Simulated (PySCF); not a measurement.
Compound: C4H8.
Cartesian coordinates in Å at the PBE0-D3(BJ)/def2-TZVP level; atoms count from 1:
```
atom  x, y, z in Å
C1     1.5658   -0.4257   -0.1246
C2     0.6590    0.7532   -0.2283
C3    -0.6608    0.7766   -0.0640
C4    -1.5547   -0.3702    0.2668
H5     2.2909   -0.2858    0.6837
H6     2.1456   -0.5520   -1.0442
H7     1.0312   -1.3561    0.0660
H8     1.1479    1.6961   -0.4632
H9    -1.1589    1.7370   -0.1764
H10   -1.0361   -1.3289    0.2539
H11   -1.9980   -0.2437    1.2602
H12   -2.3873   -0.4282   -0.4404
```

The closed-shell ground state was solved at several levels (PySCF, density fitting, gas phase, non-relativistic). Isolated species at its PBE0-D3(BJ)/def2-TZVP geometry, gas phase.

```json
{"level": "CAM-B3LYP/aug-cc-pVTZ", "basis functions": "368", "HOMO (eV)": "-8.23", "LUMO (eV)": "0.28", "gap (eV)": "8.51", "dipole (D)": "0.26"}
{"level": "wB97X-D/aug-cc-pVTZ", "basis functions": "368", "HOMO (eV)": "-8.74", "LUMO (eV)": "0.89", "gap (eV)": "9.63", "dipole (D)": "0.26"}
{"level": "PBE0/pcSseg-2", "basis functions": "256", "HOMO (eV)": "-6.91", "LUMO (eV)": "0.71", "gap (eV)": "7.62", "dipole (D)": "0.26"}
```

(1) Estimate the row for PBE0/aug-cc-pVTZ, a basis of 368 functions; the other rows only guide the guess.

(2) Over all these levels, which gives the widest orbital gap and which the narrowest?

(3) How far do the dipole and the HOMO energy spread over the levels?

## Answers

(1) HOMO -6.91 eV, LUMO -0.04 eV, gap 6.87 eV, dipole 0.27 D.

(2) wB97X-D/aug-cc-pVTZ (range-separated hybrid) has the widest, 9.63 eV, and PBE0/aug-cc-pVTZ (global hybrid, 25 % exact exchange) the narrowest, 6.87 eV. The two share the basis. From the narrowest to the widest the HOMO moves by -1.83 eV and the LUMO by +0.93 eV.

(3) The dipole runs from 0.26 to 0.27 D (mean 0.27 D) and the HOMO from -8.74 to -6.91 eV.
